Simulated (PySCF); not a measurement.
Molecule: SMILES C(=C)C, C3H6.

Geometry (Å), atoms numbered from 1 in this order:
```xyz
9

C     1.3582    0.0913   -0.2553
C     0.2776   -0.1076    0.5006
C    -1.1363   -0.0107    0.0323
H     1.2719    0.3495   -1.3162
H     2.3679    0.0038    0.1546
H     0.4193   -0.3646    1.5586
H    -1.6908    0.7552    0.6002
H    -1.1947    0.2451   -1.0360
H    -1.6723   -0.9620    0.1881
```

Spin–spin couplings on one PBE0-D3(BJ)/def2-SVP geometry, PySCF 2.14, gas phase, non-relativistic, equivalent pairs averaged; isotopes ¹H; basis pcJ-1.

Reference values (Hz): ³J(H6,H5) = 10.0 (measured; solution (compiled); Pretsch, Buehlmann, Badertscher, Structure Determination of Organic Compounds, 4th ed., Springer 2009); ³J(H6,H4) = 16.8 (measured; solution (compiled); Pretsch, Buehlmann, Badertscher, Structure Determination of Organic Compounds, 4th ed., Springer 2009); ²J(H4,H5) = 2.1 (measured; solution (compiled); Pretsch, Buehlmann, Badertscher, Structure Determination of Organic Compounds, 4th ed., Springer 2009).

How do the couplings (Hz) change with the functional? Times are CPU seconds on shared hosts with different chips, so compare them loosely.

## Answers


```tsv
functional	functions	³J(H6,H5)	³J(H6,H4)	²J(H4,H5)	mean abs. error	core-s
LDA	141	8.4	13.1	2.8	2.0	8.8
PBE	141	10.0	16.8	2.6	0.2	15
KT2	141	12.6	22.6	1.6	3.0	15
B3LYP	141	11.2	18.1	2.6	1.0	8.6
PBE0	141	11.1	18.0	0.6	1.3	17
B97-2	141	9.9	16.1	1.5	0.5	16
BHandHLYP	141	13.4	20.9	-0.3	3.1	13
CAM-B3LYP	141	11.7	18.2	2.0	1.1	21
```

Errors compare magnitudes, without vibrational corrections, and the largest couplings weigh most in the mean. Closest: PBE; furthest: BHandHLYP. Left out for a near triplet instability: HF/pcJ-1.
